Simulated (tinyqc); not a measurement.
Worked calculation: CIS on RHF in the sto-3g basis, frozen core, for H2O, spin multiplicity 1. One step of it, computed by the program tinyqc.

Task: CIS matrix, triplets. A(ia,jb) = (e_a - e_i) d_ij d_ab - (ij|ab).

orbital energies (hartree): [-20.245954, -1.248727, -0.598525, -0.446902, -0.388650, 0.566385, 0.698655]

Two-electron integrals over orbitals (pq|rs), unique and non-zero (hartree); the lowest 1 orbital is frozen and left out:
```
(22|22) 0.725106    (32|32) 0.140980    (33|22) 0.636312    (33|33) 0.621687
(42|22) -0.003732   (42|33) 0.006231    (42|42) 0.126377    (43|32) 0.022709
(43|43) 0.049070    (44|22) 0.673025    (44|33) 0.589519    (44|42) -0.103086
(44|44) 0.762976    (52|52) 0.145903    (53|53) 0.028050    (54|52) -0.046217
(54|54) 0.053991    (55|22) 0.748606    (55|33) 0.620937    (55|42) -0.072181
(55|44) 0.720194    (55|55) 0.880159    (62|22) 0.140177    (62|33) 0.072814
(62|42) 0.023478    (62|44) 0.082051    (62|55) 0.154607    (62|62) 0.099927
(63|32) -0.040199   (63|43) -0.031295   (63|63) 0.072730    (64|22) 0.103004
(64|33) 0.044405    (64|42) -0.035598   (64|44) 0.125137    (64|55) 0.124660
(64|62) 0.061538    (64|64) 0.075406    (65|52) 0.057322    (65|54) 0.000169
(65|65) 0.037449    (66|22) 0.607617    (66|33) 0.565282    (66|42) 0.056242
(66|44) 0.547427    (66|55) 0.585301    (66|62) 0.095331    (66|64) 0.046406
(66|66) 0.592911    (72|32) 0.044353    (72|43) -0.033146   (72|63) 0.034024
(72|72) 0.063623    (73|22) 0.145337    (73|33) 0.089787    (73|42) -0.076593
(73|44) 0.156314    (73|55) 0.193341    (73|62) 0.075013    (73|64) 0.084086
(73|66) 0.039501    (73|73) 0.154083    (74|32) -0.076056   (74|43) -0.001762
(74|63) 0.047336    (74|72) -0.017003   (74|74) 0.069266    (75|53) 0.023780
(75|75) 0.024637    (76|32) 0.095908    (76|43) 0.051770    (76|63) -0.065805
(76|72) -0.008140   (76|74) -0.058584   (76|76) 0.115080    (77|22) 0.620018
(77|33) 0.602958    (77|42) -0.015680   (77|44) 0.601255    (77|55) 0.621337
(77|62) 0.067222    (77|64) 0.044326    (77|66) 0.561822    (77|73) 0.094625
(77|77) 0.613724
```

Give: CIS matrix A, triplet.

Result:

CIS matrix A, triplet (hartree), order 2>6, 2>7, 3>6, 3>7, 4>6, 4>7, 5>6, 5>7:
```
[[1.2075, 0.0000, 0.0000, -0.0959, -0.0562, 0.0000, 0.0000, 0.0000],
 [0.0000, 1.3274, -0.0959, 0.0000, 0.0000, 0.0157, 0.0000, 0.0000],
 [0.0000, -0.0959, 0.5996, 0.0000, 0.0000, -0.0518, 0.0000, 0.0000],
 [-0.0959, 0.0000, 0.0000, 0.6942, -0.0518, 0.0000, 0.0000, 0.0000],
 [-0.0562, 0.0000, 0.0000, -0.0518, 0.4659, 0.0000, 0.0000, 0.0000],
 [0.0000, 0.0157, -0.0518, 0.0000, 0.0000, 0.5443, 0.0000, 0.0000],
 [0.0000, 0.0000, 0.0000, 0.0000, 0.0000, 0.0000, 0.3697, 0.0000],
 [0.0000, 0.0000, 0.0000, 0.0000, 0.0000, 0.0000, 0.0000, 0.4660]]
```
